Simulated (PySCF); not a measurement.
Match the calculated data to a structure.

All candidates are C5H7N.

| technique | computed result |
| --- | --- |
| Rotational structure | rotational constants A, B, C: 16.675, 1.419, 1.381 GHz [GFN2-xTB] |
| UV, first state | lowest singlet excitation: 5.10 eV (243 nm, f = 0.158) [TDDFT PBE0/def2-SVPD] |
| Triplet | lowest triplet excitation (Tamm–Dancoff): 3.39 eV [TDA PBE0/def2-SVPD] |
| Polarisability | 73.7 au [PBE0/def2-SVPD] |
| Dipole | 0.62 D [PBE0/def2-SVPD] |

Gas-phase values; electronic properties from PySCF, density fitting. Levels stand in brackets. One conformer (not necessarily the lowest) at the GFN2-xTB geometry, without solvent, vibrations or thermal averaging.

Question: Which candidate is it?
A. `C#C/C=C/CN`
B. `C=C(C)[C@H]1C=N1`
C. `C#C/C=N\CC`
D. `C=CC[C@@H]1C=N1`

Answer: A. It is `C#C/C=C/CN`. Numbering: `[CH:1]#[C:2]/[CH:3]=[CH:4]/[CH2:5][NH2:6]`. Its formula, C5H7N, gives 3 degrees of unsaturation: 0 rings and 3 π bonds in the structure found. The optimised geometry has point group C1 and is an asymmetric top.

The others, at the same levels:
- `C=CC[C@@H]1C=N1` fails: its computed lowest singlet excitation is 4.91 eV (253 nm, f = 0.000) (against 5.10 eV), lowest triplet excitation (Tamm–Dancoff) is 4.15 eV (against 3.39 eV) and static isotropic polarisability is 62.8 au (against 73.7 au).
- `C#C/C=N\CC` fails: its computed lowest singlet excitation is 4.31 eV (288 nm, f = 0.003) (against 5.10 eV), static isotropic polarisability is 68.6 au (against 73.7 au) and rotational constant A is 8.044 GHz (against 16.675 GHz).
- `C=C(C)[C@H]1C=N1` fails: its computed lowest singlet excitation is 4.40 eV (282 nm, f = 0.004) (against 5.10 eV), lowest triplet excitation (Tamm–Dancoff) is 3.78 eV (against 3.39 eV) and static isotropic polarisability is 64.2 au (against 73.7 au).

Each candidate is one conformer, not necessarily the lowest. Dipoles, sizes and rotational constants follow the conformer. The torsions of the flexible species, by atom-mapped SMILES:
- `[CH:1]#[C:2]/[CH:3]=[CH:4]/[CH2:5][NH2:6]`: C3–C4–C5–N6 116°, H–N6–C5–C4 60°, H–N6–C5–C4 -59°
- `[CH2:1]=[CH:2][CH2:3][C@@H:4]1[CH:5]=[N:6]1`: C1–C2–C3–C4 118°, C2–C3–C4–C5 -93°
- `[CH:1]#[C:2]/[CH:3]=[N:4]\[CH2:5][CH3:6]`: C3–N4–C5–C6 123°
- `[CH2:1]=[C:2]([CH3:3])[C@H:4]1[CH:5]=[N:6]1`: C1–C2–C4–C5 153°
